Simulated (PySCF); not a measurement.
Compound: Si3H8.
Bonds: Si1–Si2, Si2–Si3. Hydrogens: H4, H5, H6 on Si1; H7, H8 on Si2; H9, H10, H11 on Si3.

The same species was optimised twice, with GFN2-xTB and with PBE0-D3(BJ)/def2-SVP (PySCF), and the same property calculations (PySCF, gas phase) were run on both structures.

| coordinate | GFN2-xTB | PBE0-D3(BJ)/def2-SVP | change |
| --- | --- | --- | --- |
| Si1–H4 (Å) | 1.465 | 1.495 | +0.030 |
| Si3–H11 (Å) | 1.465 | 1.495 | +0.030 |
| Si2–Si3 (Å) | 2.315 | 2.345 | +0.030 |
| Si3–H10 (Å) | 1.466 | 1.496 | +0.030 |
| Si1–H6 (Å) | 1.466 | 1.496 | +0.030 |
| Si1–H5 (Å) | 1.466 | 1.496 | +0.030 |
| Si3–H9 (Å) | 1.466 | 1.496 | +0.030 |
| Si1–Si2 (Å) | 2.314 | 2.344 | +0.030 |
| Si2–H8 (Å) | 1.474 | 1.498 | +0.024 |
| Si2–H7 (Å) | 1.474 | 1.497 | +0.023 |
| Si1–Si2–Si3 (°) | 116.1 | 109.0 | -7.1 |
| H7–Si2–H8 (°) | 102.8 | 108.5 | +5.7 |
| Si2–Si3–H11 (°) | 114.4 | 111.7 | -2.7 |
| Si2–Si1–H4 (°) | 114.4 | 111.8 | -2.6 |
| H4–Si1–H6 (°) | 106.2 | 108.8 | +2.6 |
| H10–Si3–H11 (°) | 106.2 | 108.8 | +2.6 |
| H9–Si3–H11 (°) | 106.2 | 108.8 | +2.6 |
| H4–Si1–H5 (°) | 106.2 | 108.8 | +2.6 |

Rotational constants: A = 10275, B = 1932, C = 1717 MHz (GFN2-xTB) against A = 8822, B = 2043, C = 1762 MHz (PBE0-D3(BJ)/def2-SVP). Atoms that the bonding makes alike are paired by their places after alignment.

On the GFN2-xTB structure: HOMO (eV) -8.47 [PBE0/pcSseg-1]; LUMO (eV) -0.38 [PBE0/pcSseg-1]; dipole (D) 0.11 [PBE0/pcSseg-1]; GIAO shielding of Si1/Si3 (mean) (ppm) 465.1 [PBE0/pcSseg-1]; GIAO shielding of Si2 (ppm) 481.7 [PBE0/pcSseg-1].

Question: What do these properties become on the PBE0-D3(BJ)/def2-SVP structure?

Answer: 
```tsv
property	level	on GFN2-xTB	on PBE0-D3(BJ)/def2-SVP	change
HOMO (eV)	PBE0/pcSseg-1	-8.47	-8.13	+0.34
LUMO (eV)	PBE0/pcSseg-1	-0.38	-0.14	+0.24
dipole (D)	PBE0/pcSseg-1	0.11	0.12	+0.01
energy, GFN2-xTB geometry as zero (kcal/mol)	PBE0/pcSseg-1	0.0	-2.4	-2.4
GIAO shielding of Si1/Si3 (mean) (ppm)	PBE0/pcSseg-1	465.1	456.6	-8.5
GIAO shielding of Si2 (ppm)	PBE0/pcSseg-1	481.7	469.9	-11.8
```

The heavy atoms differ by 0.080 Å rms after alignment. Among all bonds Si1–Si2, Si1–H4, Si1–H5, Si1–H6, Si2–Si3, Si3–H9, Si3–H10 and Si3–H11 change most and about equally (+0.030 Å). Changes are differences of the printed values. Neither structure is proved a minimum here.
